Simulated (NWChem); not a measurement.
# One shape, several levels: SiNH4 (SMILES [NH][SiH3])

We compute a comparison of 3 runs (UHF/pcseg-1, UB3LYP/DGauss-DZVP, UB3LYP/jorge-DZP) of SiNH4. 

The results are computed with NWChem 7.3.0.

## Step 1: The molecule

The species is SiNH4 (6 atoms), meant as a doublet with charge 0. SMILES: `[NH][SiH3]`. The coordinates come from a PBE0-D4/def2-TZVP relaxation.

Bond lengths: N1–Si2 1.753 Å, N1–H3 1.023 Å, Si2–H4 1.491 Å, Si2–H5 1.491 Å, Si2–H6 1.481 Å. Angles: N1–Si2–H4 110.8°, N1–Si2–H5 109.1°, N1–Si2–H6 109.3°, Si2–N1–H3 111.9°, H4–Si2–H5 108.6°, H4–Si2–H6 109.5°, H5–Si2–H6 109.5°.

## Step 2: Energy and gradient at UHF/pcseg-1 (run 1)

The input, calc.nw:

```
start calc
title "H4NSi"
memory 2200 mb
charge 0

geometry units angstrom noautosym nocenter noautoz
   N      0.592100    -0.835200     0.909500
   Si    -0.203700     0.347600    -0.110000
   H      0.922800    -1.640700     0.372700
   H     -1.310600    -0.282300    -0.885500
   H      0.789500     0.911800    -1.068900
   H     -0.748100     1.434800     0.736200
end

basis spherical bse
   * library pcseg-1
end

scf
   nopen 1
   uhf
   thresh 1e-08
   maxiter 80
   print low
end

task scf gradient
```

Run with:

```sh
$ nwchem calc.nw > calc.out
```

The log of the run:

```text
[...]
  functions       =    52
[...]
  wavefunction    = UHF
[...]
         Total SCF energy =   -345.633207327917
      One electron energy =   -589.986180486136
      Two electron energy =    187.678543939648
 Nuclear repulsion energy =     56.674429218571
                       Sz =      0.5000
                 Sz(Sz+1) =      0.7500
                      S^2 =      0.7575
[...]
                         UHF ENERGY GRADIENTS
    atom               coordinates                        gradient
                 x          y          z           x          y          z
   1 N       1.118907  -1.578299   1.718706   -0.006200   0.013545   0.002893
   2 Si     -0.384937   0.656869  -0.207870    0.005855  -0.010759   0.007202
   3 H       1.743839  -3.100473   0.704301    0.002086  -0.006256  -0.006630
   4 H      -2.476675  -0.533470  -1.673352   -0.003240  -0.001242  -0.002764
   5 H       1.491939   1.723052  -2.019928    0.002709   0.001885  -0.003056
   6 H      -1.413704   2.711379   1.391216   -0.001210   0.002826   0.002354
 Task  times  cpu:        6.1s     wall:        6.1s
 Total times  cpu:        6.1s     wall:        6.1s
```

Run time: 6.9 s. Hardware: 1 thread of Intel Xeon Platinum 8559C (Emerald Rapids), shared host; peak memory 0.1 GiB.

## Step 3: The response to a field at UB3LYP/DGauss-DZVP (run 2)

The input, mymol.nw:

```
start mymol
title "H4NSi"
memory stack 880 mb heap 220 mb global 1100 mb

geometry units angstroms noautosym nocenter noautoz
  N        0.592100      -0.835200       0.909500
  Si      -0.203700       0.347600      -0.110000
  H        0.922800      -1.640700       0.372700
  H       -1.310600      -0.282300      -0.885500
  H        0.789500       0.911800      -1.068900
  H       -0.748100       1.434800       0.736200
end

basis spherical bse
  * library DGauss-DZVP
end

dft
  xc b3lyp
  mult 2
  grid fine
  convergence energy 1e-08
  iterations 100
  mulliken
  print low
end

property
  response 1 0
end

task dft property
```

Run with:

```sh
$ nwchem mymol.nw > mymol.out
```

The log of the run:

```text
[...]
 d= 0,ls=0.0,diis     1   -346.5335822768 -4.03D+02  7.73D-03  4.91D-02     0.9
[...]
 d= 0,ls=0.0,diis    10   -346.5734449844 -4.69D-09  1.23D-06  3.09D-09     6.1
[...]
         Total DFT energy =     -346.573444984368
      One electron energy =     -590.051529280241
           Coulomb energy =      216.029029668475
    Exchange-Corr. energy =      -29.225374591173
 Nuclear repulsion energy =       56.674429218571
[...]
      Total Density - Mulliken Population Analysis
     ---------------------------------------------
    Atom       Charge   Shell Charges
 -----------   ------   -------------------------------------------------------
    1 N    7     7.59   2.00  0.92  0.85  2.74  1.06  0.02
    2 Si  14    13.63   2.00  2.00  0.89  0.32  5.99  2.09  0.14  0.20
    3 H    1     0.66   0.54  0.12
    4 H    1     1.04   0.56  0.48
    5 H    1     1.04   0.56  0.48
    6 H    1     1.04   0.57  0.47
[...]
      <S2> =      0.7534 (Exact =     0.7500)
[...]
 Anisotropic =       6.9246801
[...]
```

Run time: 23 s. Hardware: 1 thread of Intel Xeon Platinum 8559C (Emerald Rapids), shared host; peak memory 0.11 GiB.

## Step 4: The response to a field at UB3LYP/jorge-DZP (run 3)

The input, job.nw:

```
START job
TITLE "H4NSi B3LYP"
memory 2200 mb
GEOMETRY noautosym nocenter noautoz
  N        0.592100      -0.835200       0.909500
  Si      -0.203700       0.347600      -0.110000
  H        0.922800      -1.640700       0.372700
  H       -1.310600      -0.282300      -0.885500
  H        0.789500       0.911800      -1.068900
  H       -0.748100       1.434800       0.736200
END
BASIS spherical bse
  * library jorge-DZP
END
DFT
  xc b3lyp
  mult 2
  grid fine
  convergence energy 1e-08
  iterations 100
  mulliken
  noprint "final vectors analysis"
END
PROPERTY
  response 1 0
END
TASK dft property
```

Run with:

```sh
$ nwchem job.nw > job.out
```

The log of the run:

```text
[...]
          Wavefunction type:  spin polarized.
          No. of atoms     :     6
          No. of electrons :    25
[...]
          Charge           :     0
          Spin multiplicity:     2
[...]
          AO basis - number of functions:    59
[...]
              XC Information
              --------------
                         B3LYP Method XC Potential
                     Hartree-Fock (Exact) Exchange  0.200
                        Slater Exchange Functional  0.800 local
                    Becke 1988 Exchange Functional  0.720 non-local
              Lee-Yang-Parr Correlation Functional  0.810
                  VWN I RPA Correlation Functional  0.190 local
[...]
 d= 0,ls=0.0,diis     1   -346.5689905882 -4.03D+02  5.28D-03  3.30D-01     1.0
[...]
 d= 0,ls=0.0,diis    11   -346.6111848625 -1.41D-09  1.66D-07  7.04D-11     8.9
[...]
         Total DFT energy =     -346.611184862451
      One electron energy =     -590.309230788791
           Coulomb energy =      216.333384862514
    Exchange-Corr. energy =      -29.309768154744
 Nuclear repulsion energy =       56.674429218571
[...]
      Total Density - Mulliken Population Analysis
     ---------------------------------------------
    Atom       Charge   Shell Charges
 -----------   ------   -------------------------------------------------------
    1 N    7     7.32   0.95  1.03  0.84  0.84  2.71  0.95  0.01
    2 Si  14    13.57   0.39  0.80  0.70  0.13  1.95  0.94  0.24  5.33  0.73  1.43  0.66  0.27
    3 H    1     0.85   0.70  0.11  0.04
    4 H    1     1.09   0.74  0.34  0.01
    5 H    1     1.08   0.74  0.34  0.01
    6 H    1     1.09   0.75  0.33  0.01
[...]
      <S2> =      0.7534 (Exact =     0.7500)
[...]
 Anisotropic =       5.6444966
[...]
```

Run time: 34 s. Hardware: 1 thread of Intel Xeon Platinum 8559C (Emerald Rapids), shared host; peak memory 0.11 GiB.

## Step 5: All runs side by side

| run | level | task | iteration cap | energy (Eh) | ⟨S²⟩ | wall time |
| --- | --- | --- | --- | --- | --- | --- |
| 1 | UHF/pcseg-1 | gradient | 80 | -345.633207 | 0.757 | 6.9 s |
| 2 | UB3LYP/DGauss-DZVP | polarizability | 100 | -346.573445 | 0.753 | 23 s |
| 3 | UB3LYP/jorge-DZP | polarizability | 100 | -346.611185 | 0.753 | 34 s |

## Step 6: Summary of results

| quantity | value |
| --- | --- |
| run 3: total energy | -346.61118 Eh |
| run 3: dipole moment | 1.46 D |
| run 3: ⟨S²⟩ | 0.753 |
| run 3: mean static polarisability | 31.9 bohr³ |

All runs together took 64 s, the longest 34 s.
